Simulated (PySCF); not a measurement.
OSi, SMILES O=[Si] (connectivity only; charge and spin as stated), neutral, multiplicity 1. Heavy atoms are numbered as in [Si:1]=[O:2].

Coordinates come from a B3LYP-D3(BJ)/def2-TZVPD optimisation.

Level of theory: B3LYP/pcSseg-2 in PySCF.

GIAO shieldings, no solvent; atoms alike by connectivity are averaged. δ = σ(ref) − σ: ²⁹Si against TMS (σ = 325.2 ppm); ¹⁷O against H2O (σ = 325.5 ppm), references at their B3LYP-D3(BJ)/def2-TZVP geometries, non-relativistic.

Computed chemical shifts:
```
nucleus  atoms  count  δ (ppm)
-------  -----  -----  -------
²⁹Si       Si1      1    103.9
¹⁷O         O2      1    581.6
```
